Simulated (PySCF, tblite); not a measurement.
# C₅H₇N: a rotation path, then NMR shifts on frames, part 1 of 2

Aim: move C₅H₇N (`C=C(C#N)CC`) away from its starting geometry and see how NMR shifts follow the geometry.

Computed with tblite 0.8.0 and PySCF 2.14.0, with density-fitted response routines of our own, on a single molecule in the gas phase. Atoms are numbered from 0 throughout.

**1. Starting geometry**

13 atoms, charge 0, multiplicity 1; geometry from: GFN2-xTB.

Bonds of the start (Å): C0–C1 1.33, C1–C2 1.42, C2–N3 1.15, C1–C4 1.50, C4–C5 1.53, C0–H6 1.08, C0–H7 1.08, C4–H8 1.09, C4–H9 1.09, C5–H10 1.09, C5–H11 1.09, C5–H12 1.09.

**2. A band between two rotamers with GFN2-xTB**

What the job is given:

```
{"job": {"kind": "neb", "xc": "GFN2-xTB", "basis": "xTB", "atoms": [2, 1, 4, 5], "turn": 120}, "charge": 0, "multiplicity": 1}
C     -1.616936    -1.051006    -0.317615
C     -0.815363    -0.082853     0.119502
C     -1.264715     1.261258     0.121236
N     -1.614553     2.352961     0.133569
C      0.588827    -0.294351     0.613484
C      1.600485     0.368819    -0.321561
H     -1.296808    -2.079542    -0.326411
H     -2.612774    -0.846992    -0.673583
H      0.786696    -1.365826     0.680799
H      0.686275     0.138863     1.612926
H      2.611076     0.216296     0.049459
H      1.530458    -0.055683    -1.321264
H      1.412945     1.438542    -0.388270
```

Method: GFN2-xTB climbing-image nudged elastic band, gas phase.

Started as:

```console
> OMP_NUM_THREADS=1 python probes_run.py task.json out
```

This one command runs all jobs of the session in turn.

The log of the run:

```text
image   E - E0 / eV
  0       0.0000
  1       0.0092
  2       0.0307
  3       0.0516
  4       0.0604
  5       0.0524
  6       0.0321
  7       0.0103
  8       0.0003
```

Wall time 1.9 s (1 thread of AMD EPYC 9R14, shared host); peak memory 0.18 GiB.

The final band, with the dihedral C2–C1–C4–C5:

| image | dihedral (°) | energy (eV) | energy (kcal/mol) |
| --- | --- | --- | --- |
| 0 | -65 | 0.000 | 0.0 |
| 1 | -49 | 0.009 | 0.2 |
| 2 | -33 | 0.031 | 0.7 |
| 3 | -17 | 0.052 | 1.2 |
| 4 | -1 | 0.060 | 1.4 |
| 5 | 16 | 0.052 | 1.2 |
| 6 | 32 | 0.032 | 0.7 |
| 7 | 48 | 0.010 | 0.2 |
| 8 | 65 | 0.000 | 0.0 |

**3. Nuclear shieldings: image 0, PBE0/pcSseg-1**

What the job is given:

```
{"job": {"kind": "nmr", "xc": "PBE0", "basis": "pcSseg-1", "pop": false}, "charge": 0, "multiplicity": 1}
C     -1.616900    -1.051000    -0.317600
C     -0.815400    -0.082900     0.119500
C     -1.264700     1.261300     0.121200
N     -1.614600     2.353000     0.133600
C      0.588800    -0.294400     0.613500
C      1.600500     0.368800    -0.321600
H     -1.296800    -2.079500    -0.326400
H     -2.612800    -0.847000    -0.673600
H      0.786700    -1.365800     0.680800
H      0.686300     0.138900     1.612900
H      2.611100     0.216300     0.049500
H      1.530500    -0.055700    -1.321300
H      1.412900     1.438500    -0.388300
```

Level: GIAO PBE0/pcSseg-1 NMR shielding, non-relativistic, gas phase.

The log of the run:

```text
coarse grid: 10832 points
cycle   1  E = -249.0407438463  dE =  6.854e-01  |g| = 4.449e-01  |ddm| = 3.246e+00
cycle   2  E = -248.9353070525  dE =  1.054e-01  |g| = 8.381e-01  |ddm| = 1.088e+00
cycle   3  E = -249.0859620829  dE = -1.507e-01  |g| = 1.492e-01  |ddm| = 7.337e-01
cycle   4  E = -249.0910717349  dE = -5.110e-03  |g| = 3.453e-02  |ddm| = 1.307e-01
cycle   5  E = -249.0913436562  dE = -2.719e-04  |g| = 8.105e-03  |ddm| = 3.820e-02
cycle   6  E = -249.0913600244  dE = -1.637e-05  |g| = 1.449e-03  |ddm| = 9.637e-03
cycle   7  E = -249.0913603775  dE = -3.532e-07  |g| = 7.905e-04  |ddm| = 1.885e-03
final grid: 104640 points
cycle   8  E = -249.1270080863  dE = -2.856e-05  |g| = 6.897e-03  |ddm| = 2.561e-02
cycle   9  E = -249.1270053291  dE =  2.757e-06  |g| = 7.694e-03  |ddm| = 1.298e-02
cycle  10  E = -249.1270201920  dE = -1.486e-05  |g| = 1.310e-03  |ddm| = 6.912e-03
cycle  11  E = -249.1270206107  dE = -4.187e-07  |g| = 2.508e-04  |ddm| = 1.133e-03
cycle  12  E = -249.1270206267  dE = -1.599e-08  |g| = 6.664e-05  |ddm| = 2.857e-04
cycle  13  E = -249.1270206278  dE = -1.142e-09  |g| = 1.196e-05  |ddm| = 8.228e-05
cycle  14  E = -249.1270206278  dE = -1.285e-11  |g| = 9.538e-06  |ddm| = 1.430e-05
converged SCF energy = -249.1270206278

GIAO shielding tensors (ppm)
atom      isotropic    diamagn.    paramagn.     s11        s22        s33       span
  0 C       49.341     250.436    -201.095    -71.218     64.069    155.173    226.391
  1 C       53.110     260.901    -207.791    -67.800     74.272    152.858    220.658
  2 C       63.525     259.950    -196.425    -56.961    -45.967    293.502    350.463
  3 N      -50.268     341.169    -391.436   -198.902   -185.767    233.866    432.768
  4 C      151.699     245.045     -93.347    139.350    144.729    171.016     31.666
  5 C      170.142     247.955     -77.813    158.044    166.714    185.668     27.625
  6 H       25.663      30.582      -4.920     21.930     25.139     29.919      7.989
  7 H       25.608      28.867      -3.259     21.723     24.803     30.299      8.576
  8 H       29.510      31.238      -1.728     25.380     28.703     34.448      9.068
  9 H       29.343      29.793      -0.450     25.810     27.841     34.377      8.567
 10 H       30.464      28.914       1.550     26.269     27.490     37.633     11.365
 11 H       30.821      30.363       0.457     27.158     28.829     36.475      9.316
 12 H       30.060      30.431      -0.371     25.736     29.441     35.003      9.268
```

Wall time 11 s (1 thread of AMD EPYC 9R14, shared host); peak memory 0.66 GiB.

Shifts follow as δ = σ(reference) − σ, with reference shieldings (ppm) from runs at the same level and on the same kind of geometry: 1H TMS 31.72, 13C TMS 186.9, 15N NH3 267.7. The references are single molecules in the gas phase, so shifts against H2O, NH3, PH3, H3PO4 or CFCl3 are not on the usual liquid scales and can be off by tens of ppm. Each atom is listed at this fixed geometry, with no averaging over motion; a spectrum would average atoms that exchange fast.

| atoms | environment | σ (ppm) | δ (ppm) |
| --- | --- | --- | --- |
| C0 | terminal =CH2 carbon | 49.3 | 137.6 |
| C1 | fully substituted alkene carbon | 53.1 | 133.8 |
| C2 | nitrile carbon | 63.5 | 123.4 |
| C4 | allylic sp3 CH2 | 151.7 | 35.2 |
| C5 | methyl carbon | 170.1 | 16.8 |
| H7 | hydrogen on a terminal =CH2 carbon | 25.61 | 6.11 |
| H6 | hydrogen on a terminal =CH2 carbon | 25.66 | 6.05 |
| H9 | hydrogen on an allylic sp3 CH2 | 29.34 | 2.37 |
| H8 | hydrogen on an allylic sp3 CH2 | 29.51 | 2.21 |
| H12 | hydrogen on a methyl carbon | 30.06 | 1.66 |
| H10 | hydrogen on a methyl carbon | 30.46 | 1.25 |
| H11 | hydrogen on a methyl carbon | 30.82 | 0.90 |
| N3 | nitrile nitrogen | -50.3 | 318.0 |

The fields below are evaluated on a grid from the run's orbitals.

Frontier orbitals at PBE0/pcSseg-1, with the share of their density that lies nearest to each atom:

| orbital | energy (eV) | lies on |
| --- | --- | --- |
| HOMO | -8.07 | C0 33 %; C1 25 %; N3 20 % |
| LUMO | -1.35 | C0, C1 about 26 % each; N3 17 %; C2 10 % |

ELF in a plane through or near 6 of the atoms.

Ten even steps from '0' (0.00) to '9' (1.00):
```
0000000000000000000000000000
0000000000000000000000000000
0000000000000136765200000000
0000000000000468998510000000
0000000000001578898620000000
0000000000001466367520000000
0000000389700577587520000000
0000000599950254256200000000
0000000389950148963000000000
0000288873464561153389950000
0000799994596684773699980000
0000599984455422532377730000
0000078830036510499842100000
0000000000048610899971000000
0000000000013100699960000000
0000000000000000023100000000
0000000000000000000000000000
0000000000000000000000000000
0000000000000000000000000000
0000000000000000000000000000
```
The map spans 10.7 Å across and 10.5 Å up, centred on the molecule. Atoms in the plane (x, y in Å): C0 (1.8, -0.7), C1 (0.8, 0.1), C2 (0.9, 1.5), N3 (1.0, 2.7), H6 (1.7, -1.7), H10 (-2.6, -0.4).

log10 of the density (e/Å³) in the same plane.

Ten even steps from ' ' (-4.0) to '@' (1.3):
```
                                                        
                          ..::::::::::..                
                        ::--====++====--::              
                      ..--==++******++==--::            
                  ....::==++**##%%####++==::..          
            ..::::------==++**%%@@%%##++==--::          
          ..::--==++++====++**##%%####++==--::          
        ..----++******++++++**##%%##**++==--::..        
      ..::--==++**####**++****######**++====--::..      
      ::--++++**########****##%%%%####****++++--::      
      ::==++**%%################%%%%%%####**++==::..    
      ::--++++**********##******####@@%%##**++==::..    
      ..::====++++++++******++++**##%%##**++==--::      
        ..::::------==++++++====++####**++==--::..      
              ....::::----------==++++++==--::..        
                    ....::::..::::------::..            
                                  ......                
                                                        
                                                        
                                                        
```
The map spans 10.7 Å across and 10.5 Å up, centred on the molecule. Atoms in the plane (x, y in Å): C0 (1.8, -0.7), C1 (0.8, 0.1), C2 (0.9, 1.5), N3 (1.0, 2.7), H6 (1.7, -1.7), H10 (-2.6, -0.4).

On the surface of density 0.002 e/bohr³ the electrostatic potential runs, from the 1st to the 99th percentile, from -1.77 V near N3 to 1.23 V near H6.

**4. Shielding tensors: image 2, PBE0/pcSseg-1**

What the job is given:

```
{"job": {"kind": "nmr", "xc": "PBE0", "basis": "pcSseg-1", "pop": false}, "charge": 0, "multiplicity": 1}
C     -1.744500    -1.079300    -0.090700
C     -0.803000    -0.146400     0.040300
C     -1.134200     1.209000    -0.208300
N     -1.395300     2.305600    -0.418000
C      0.618600    -0.422500     0.457200
C      1.612300     0.533800    -0.197100
H     -1.532700    -2.119500     0.091200
H     -2.754400    -0.835300    -0.375400
H      0.861000    -1.459100     0.212900
H      0.689000    -0.312100     1.544400
H      2.626600     0.314200     0.128100
H      1.573100     0.452200    -1.281500
H      1.379100     1.559900     0.079300
```

Method: GIAO PBE0/pcSseg-1 NMR shielding, non-relativistic, gas phase.

The log of the run:

```text
coarse grid: 10832 points
cycle   1  E = -249.0385437172  dE =  6.879e-01  |g| = 4.448e-01  |ddm| = 3.261e+00
cycle   2  E = -248.9340147348  dE =  1.045e-01  |g| = 8.356e-01  |ddm| = 1.097e+00
cycle   3  E = -249.0835783406  dE = -1.496e-01  |g| = 1.516e-01  |ddm| = 7.382e-01
cycle   4  E = -249.0888600000  dE = -5.282e-03  |g| = 3.389e-02  |ddm| = 1.347e-01
cycle   5  E = -249.0891207570  dE = -2.608e-04  |g| = 8.254e-03  |ddm| = 3.850e-02
cycle   6  E = -249.0891371840  dE = -1.643e-05  |g| = 2.418e-03  |ddm| = 9.891e-03
cycle   7  E = -249.0891383507  dE = -1.167e-06  |g| = 1.062e-03  |ddm| = 2.819e-03
final grid: 104640 points
cycle   8  E = -249.1251192835  dE = -2.962e-05  |g| = 7.081e-03  |ddm| = 2.799e-02
cycle   9  E = -249.1251162486  dE =  3.035e-06  |g| = 7.920e-03  |ddm| = 1.346e-02
cycle  10  E = -249.1251319456  dE = -1.570e-05  |g| = 1.315e-03  |ddm| = 7.244e-03
cycle  11  E = -249.1251323711  dE = -4.255e-07  |g| = 2.473e-04  |ddm| = 1.138e-03
cycle  12  E = -249.1251323859  dE = -1.480e-08  |g| = 9.400e-05  |ddm| = 2.949e-04
cycle  13  E = -249.1251323872  dE = -1.333e-09  |g| = 5.837e-05  |ddm| = 1.100e-04
cycle  14  E = -249.1251323879  dE = -7.246e-10  |g| = 1.007e-05  |ddm| = 4.574e-05
converged SCF energy = -249.1251323879

GIAO shielding tensors (ppm)
atom      isotropic    diamagn.    paramagn.     s11        s22        s33       span
  0 C       47.930     249.715    -201.784    -75.128     61.565    157.354    232.482
  1 C       54.036     260.614    -206.578    -63.341     78.542    146.906    210.247
  2 C       64.059     260.318    -196.259    -54.994    -45.573    292.743    347.737
  3 N      -53.456     341.345    -394.801   -202.051   -187.099    228.782    430.834
  4 C      156.297     245.169     -88.872    145.288    150.707    172.896     27.608
  5 C      172.259     248.072     -75.813    161.559    171.159    184.058     22.498
  6 H       25.642      30.199      -4.556     21.913     25.076     29.937      8.024
  7 H       25.449      28.694      -3.244     21.416     24.725     30.207      8.790
  8 H       29.478      31.025      -1.547     24.973     29.023     34.438      9.465
  9 H       29.314      29.709      -0.395     24.907     28.061     34.974     10.067
 10 H       30.517      28.701       1.816     26.026     27.823     37.701     11.676
 11 H       30.659      30.378       0.281     27.171     28.317     36.489      9.318
 12 H       29.929      30.672      -0.743     25.578     29.176     35.034      9.457
```

Run time: 7.4 s. Hardware: 1 thread of AMD EPYC 9R14, shared host; peak memory 0.67 GiB.

This run: δ C0 139.0, C1 132.9, C2 122.9, C4 30.6, H7 6.27, H6 6.07 ppm.

(Continued in part 2 of 2.)
